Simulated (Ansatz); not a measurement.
Two structures of CH7NSi, singlet, reached by relaxing down either side of one saddle point (PBE0-D4/def2-TZVP). Energies are electronic, without zero-point energy. Computed with Ansatz 0.2.0 (basis: def2-TZVPP and def2-QZVPP); correlated methods freeze the cores. Extrapolation: Hartree–Fock as exp(−7.88 √X), correlation as X^−2.97. First:

Si1  (-0.767, 1.166, -0.013)
N2  (0.538, 0.107, -0.357)
C3  (0.574, -1.272, 0.079)
H4  (-2.027, 0.539, -0.496)
H5  (-0.503, 2.443, -0.725)
H6  (-0.975, 1.477, 1.435)
H7  (1.450, 0.515, -0.482)
H8  (1.203, -1.875, -0.582)
H9  (0.939, -1.402, 1.107)
H10  (-0.433, -1.696, 0.034)
(Å)

Second:

Si1  (-1.202, 1.254, 0.501)
N2  (0.085, 0.093, -0.525)
C3  (0.295, -1.218, 0.102)
H4  (-0.289, -0.021, -1.462)
H5  (-0.758, 2.436, -0.363)
H6  (-0.098, 1.480, 1.537)
H7  (0.963, 0.593, -0.614)
H8  (0.961, -1.851, -0.487)
H9  (0.718, -1.062, 1.093)
H10  (-0.674, -1.703, 0.217)
(Å)

Problem. Which bonds change from the first to the second?

Solution. CH₇NSi ([CH3][NH][SiH3]) → CH₅N ([CH3][NH2]) + SiH₂ (still joined by a long Si–N bond); bonds formed: N2–H4; bonds broken: Si1–H4; bonds weakened to dative contacts: Si1–N2.

Problem. Give the saddle point's structure and its height above each. (Judge from chemistry; the value comes from the calculation.)

Solution. By the calculation: 71.47 kcal/mol above the first and 38.53 kcal/mol above the second (CCSD(T) at an estimated basis limit (MP2 extrapolated from triple and quadruple zeta, plus CCSD(T) − MP2 in triple zeta)).
```
10
angstrom
Si -1.0092 1.2486 0.1428
N 0.3131 0.0943 -0.5351
C 0.4555 -1.1850 0.1203
H -0.9648 0.1800 -1.0582
H -0.4727 2.5854 -0.2617
H -0.8932 1.2107 1.6420
H 1.1623 0.4528 -0.9541
H 0.9396 -1.9209 -0.5264
H 1.0155 -1.1086 1.0600
H -0.5460 -1.5572 0.3704
```

The T1 diagnostic stays at or below 0.013. The restricted Hartree–Fock reference is unstable towards an unrestricted one at one or more of these structures.

Losses and insertions of silylenes and their heavier kin drive the gas-phase chemistry of silicon and germanium vapour deposition.

Labels in which every atom is bracketed show which atoms are joined, not bond orders.

For scale, one of the runs: CCSD(T)/def2-TZVPP, 202 basis functions, launched by `ansatz run in.yaml --threads 2 --pin off --events-out ev --progress --plain --max-ram 4352MiB`. The run took 30 s on 2 CPU threads of an Intel Xeon Platinum 8375C (shared host), with 2.5 GiB of host memory at its peak.
